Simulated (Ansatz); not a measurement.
**Two structures, one formula**

The two ends of one reaction step of CH$_{5}$, doublet (PBE0-D4/def2-TZVP).

A:

H1  (0.347, 0.023, -0.233)
C2  (-0.556, -0.037, 0.373)
H3  (2.782, 0.187, -1.866)
H4  (-0.877, 0.967, 0.648)
H5  (-1.345, -0.527, -0.198)
H6  (-0.351, -0.613, 1.275)
(Å)

B:

```
6
angstrom
H 1.4911 0.1003 -1.0001
C -0.8973 -0.0604 0.6019
H 2.1110 0.1421 -1.4160
H -0.9219 1.0166 0.6817
H -1.4140 -0.5539 -0.2083
H -0.3689 -0.6447 1.3409
```

Ansatz 0.2.0; basis: def2-TZVPP; cores frozen in the correlated methods; orbitals are unrestricted. B3LYP uses VWN-RPA correlation.

Which structure is lower at CCSD(T), and by how much? (An estimate is asked for; the value comes from the calculation.)

Computed: A, by 11.0 kJ/mol (electronic energy, against the other). By their contacts, A is a complex of CH₄ + H and B is a complex of CH₃ + H₂.

All methods give the same order:

```
      method  E(B) − E(A) (kJ/mol)
       SPW92                  39.3
      PBE-D4                  21.6
     BLYP-D4                   2.8
   r2SCAN-D4                   1.2
      B97M-V                  15.6
     PBE0-D4                  20.0
    B3LYP-D4                   3.6
  r2SCAN0-D4                   1.6
    BHLYP-D4                   2.8
CAM-B3LYP-D4                   9.2
     wB97X-V                  18.6
     wB97M-V                  15.7
      B2PLYP                  10.6
    PBE-QIDH                  22.3
  RPA on PBE                   7.6
          HF                   7.8
         MP2                  28.4
        CCSD                   7.1
     CCSD(T)                  11.0
```

T1 diagnostic: at most 0.009. ⟨S²⟩ of the unrestricted Hartree–Fock references: 0.75 to 0.76 (a pure state has 0.75).

For scale, one of the runs: CCSD(T)/def2-TZVPP, 101 basis functions, launched by `ansatz run in.yaml --threads 2 --pin off --events-out ev --progress --plain --max-ram 4352MiB`. Hardware: 2 CPU threads of an AMD EPYC 7R43, shared host. Wall time 6 s; peak host memory 0.65 GiB.
